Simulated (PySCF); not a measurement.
**Basis-set dependence of LiC⁺ at PBE0**

PySCF, UKS reference; triplet, unpaired electrons σ ↑, π ↑; De to Li⁺ + C without counterpoise correction.

```csv
basis,relativity,functions,Re (Å),ωe (cm⁻¹),De (eV),μ (D)
STO-3G,no relativity,10,2.179,461,1.63,-4.52
def2-SVPD,no relativity,32,2.301,326,0.52,-5.49
aug-pcseg-1,no relativity,36,2.366,300,0.47,-5.68
```

Problem. How does each smaller set differ from the one with most functions, aug-pcseg-1?

Solution. STO-3G: -18.7 pm, +53.7 % in ωe, +1.16 eV in De; def2-SVPD: -6.5 pm, +8.7 % in ωe, +0.05 eV in De. All at PBE0; the set with most functions is neither the basis-set limit nor always the best.

A positive dipole points towards C; it is taken about the centre of mass and depends on that origin. For an ion De counts to the pair picked by the measured ionisation energies or electron affinities, which need not be the lowest pair at this level. STO-3G is very small, so such numbers show the basis as much as the molecule. The state is the lowest determinant that a PBE0 search found; another state may lie lower at other levels.
